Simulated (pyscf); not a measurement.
`[NH2][InH2]` + `[OH][SiH3]` → `[NH2][InH][O][SiH3]` + `[H][H]`, a four-centre exchange (singlet surface; H–In, H–O broken, In–O, H–H formed). PySCF, gas phase, ωB97X-D3(BJ)/def2-SVP geometries. Energies in kcal/mol from the separated reactants.

Small-basis levels: PySCF, no dispersion term, spherical d functions. AM1 to PM7: differences of heats of formation from MOPAC, which are fitted to 298 K values and so differ in kind from electronic energies by zero-point and thermal terms. GFN2-xTB: tblite. Cost: rough CPU time at the saddle relative to B3LYP/6-31G*+LANL2DZ, from one job on a shared machine.

```json
[
 {"level": "HF/6-31G*+LANL2DZ", "barrier": "22.4", "reaction energy": "-13.3", "cost": "0.1"},
 {"level": "MP2/6-31G*+LANL2DZ", "barrier": "8.2", "reaction energy": "-24.6", "cost": "0.1"},
 {"level": "BP86/6-31G*+LANL2DZ", "barrier": "5.7", "reaction energy": "-16.4", "cost": "1"},
 {"level": "PBE/6-31G*+LANL2DZ", "barrier": "4.5", "reaction energy": "-16.4", "cost": "2"},
 {"level": "B3LYP/LANL2DZ", "barrier": "4.1", "reaction energy": "-18.9", "cost": "0.8"},
 {"level": "B3LYP/6-31G*+LANL2DZ", "barrier": "8.8", "reaction energy": "-17.2", "cost": "1"},
 {"level": "M06-2X/6-31G*+LANL2DZ", "barrier": "[?]", "reaction energy": "-18.6", "cost": "2"},
 {"level": "B3LYP/6-311+G**+LANL2DZ", "barrier": "9.2", "reaction energy": "-13.3", "cost": "2"},
 {"level": "PBE/def2-SVP", "barrier": "7.9", "reaction energy": "-5.1", "cost": "3"},
 {"level": "B3LYP/def2-SVP", "barrier": "12.7", "reaction energy": "-5.1", "cost": "2"},
 {"level": "GFN2-xTB", "barrier": "7.4", "reaction energy": "-0.5", "cost": "under 0.02"},
 {"level": "AM1", "barrier": "[?]", "reaction energy": "+23.5", "cost": "under 0.02"},
 {"level": "ωB97M-D3(BJ)/def2-TZVP", "barrier": "[?]", "reaction energy": "-6.9", "cost": "–"}
]
```

**Question.** Complete the blanks.

**Answer.** 
- M06-2X/6-31G*+LANL2DZ, barrier: 7.5
- AM1, barrier: 40.3
- ωB97M-D3(BJ)/def2-TZVP, barrier: 14.7

Against the last row the barrier runs from -10.6 (B3LYP/LANL2DZ) to +25.7 kcal/mol (AM1). ωB97M-D3(BJ)/def2-TZVP has limits of its own. On the reactant side the descent ends in an adduct with a N–Si, In–O contact (not fully relaxed), 15.6 kcal/mol under the separated species and 27.3 kcal/mol under the saddle at ωB97X-D3(BJ)/def2-TZVP. What is counted as formed (In–O) is already present as a longer contact in the reactant adduct; forming that adduct is a step of its own. At the saddle there is also a short H–In contact that neither side keeps. At ωB97X-D3(BJ)/def2-TZVP the barrier from the zero used here is 11.7 kcal/mol. One saddle was located; it need not be the lowest between these sides. In the def2 sets elements past Kr carry core potentials, without spin-orbit coupling.
